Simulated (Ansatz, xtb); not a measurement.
Molecule: CH4S, net charge 1, doublet state. SMILES of the parent species: CS
Geometry from a B3LYP-D3(BJ)/def2-TZVP (Ansatz, a quantum-chemistry and plane-wave program) optimisation:
```xyz
6

C     -0.0728     1.1292     0.0021
S     -0.0423    -0.6486    -0.0010
H      1.3046    -0.8249    -0.0045
H     -1.1127     1.4468     0.0051
H      0.4631     1.4888     0.8895
H      0.4590     1.4919    -0.8865
```
Charge +1, spin multiplicity 2.

Harmonic wavenumbers from GFN2-xTB (xtb, at its own minimum), cm⁻¹: 178, 760, 786, 807, 999, 1273, 1317, 1355, 2260, 2924, 2950, 3040.

Problem. Give the harmonic wavenumbers at B3LYP-D3(BJ)/def2-TZVP (Ansatz, finite differences of forces, unscaled).

Solution. 213, 693, 792, 823, 1097, 1307, 1398, 1422, 2587, 2988, 3045, 3163 cm⁻¹. Zero-point energy 27.9 kcal/mol.

Problem. From these and the geometry, give the ideal-gas thermochemistry at 298.15 K and 1 atm (rigid rotor, harmonic oscillator).

Solution. Point group Cs, rotational symmetry number 1. Rotational constants 100.9, 13.49, 12.86 GHz. S(trans) 37.54, S(rot) 20.45, S(vib) 2.86, S(elec, spin only) 1.38, S 62.2 cal/(mol K). H(298) - H(0) 2.91 kcal/mol; G - E(el) 12.3 kcal/mol.
